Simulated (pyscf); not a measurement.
PySCF, gas phase, ωB97X-D3(BJ)/def2-SVP geometries.

Question: What is the homolytic dissociation enthalpy (298 K, ωB97M-D3(BJ)/def2-TZVP) of the Cl–Mo bond of Cl–Mo(Cl)(Cl)(Cl)(Cl)–Cl (SMILES [Cl][Mo]([Cl])([Cl])([Cl])([Cl])[Cl]), to Cl• + [Cl–Mo(Cl)(Cl)(Cl)–Cl]•?

Answer: Cl–Mo to Cl• + [Cl–Mo(Cl)(Cl)(Cl)–Cl]•: 83.8 kJ/mol. The 7 functionals that were run give +67.3 (M06-2X) to +188.1 kJ/mol (PBE). The radicals are drawn with the spin at the cut bond; how far it spreads was not checked. Left out: the spin-orbit lowering of Cl. Open-shell species with a d-block atom are single-reference here; other states, and whether the spin sits on metal or ligand, were not checked. Elements past Kr carry the def2 core potentials, without spin-orbit coupling.
